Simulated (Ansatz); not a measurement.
System: hcp Mg. Method: r²SCAN+rVV10 (PAW; Ansatz, an electronic-structure program).

Settings: plane-wave cutoff 560 eV, 18×18×12 k mesh (along the axes of the cell as run), Fermi–Dirac smearing 0.05 eV, scalar-relativistic PAW data made under PBE.

Computed at the level's own relaxed cell.

Task: Predict the pressure derivative B′ of the bulk modulus, equilibrium volume per atom, lattice parameter a, bulk modulus and lattice parameter c.

Result: 
* **pressure derivative B′ of the bulk modulus**: 3.9
* **equilibrium volume per atom**: 22.46 Å³/atom
* **lattice parameter a**: 3.175 Å
* **bulk modulus**: 40.0 GPa
* **lattice parameter c**: 5.144 Å

The run finds no gap.

Measured, for comparison: lattice constant a 3.209 Å, lattice parameter c 5.210 Å (293 K, no zero-point or thermal correction; as tabulated in Wikipedia's data pages); bulk modulus 38.6 GPa (copied from a table, unchecked, extrapolated to 0 K and zero-point effects removed; as tabulated in Lejaeghere et al. (2013), arXiv:1204.2733). Computed (rounded) less measured: lattice constant a -1.1 %, bulk modulus not scored (unchecked), lattice parameter c -1.3 %. A static lattice is as a rule a little smaller and stiffer than an uncorrected measurement, which narrows the difference in the lattice constant a, lattice parameter c and would widen misses of the other sign.

Note: the bulk modulus comes from volumes at which shape and atoms were relaxed.

The result took about 4 core-minutes (a rough figure).
